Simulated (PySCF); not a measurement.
Stepwise substitution at one centre (C H-Cl). Isolated molecules, 0 K electronic values unless said otherwise. Strings in code marks are SMILES.

All values below come from ωB97X-D3(BJ)/def2-TZVP // B3LYP-D3(BJ)/def2-TZVP run with PySCF 2.14.0. Delta-SCF ions had no search for a lower state. 

```
species                                S1 oscillator strength  vertical ionisation energy (Delta-SCF) (eV)
-------------------------------------  ----------------------  -------------------------------------------
1 of 4 H replaced by Cl                                 0.002                                        11.41
2 of 4 H replaced by Cl (`ClCCl`)                       0.000                                        11.54
3 of 4 H replaced by Cl (`ClC(Cl)Cl`)                   0.000                                        11.61
4 of 4 H replaced by Cl                                 0.000                                        11.73
```
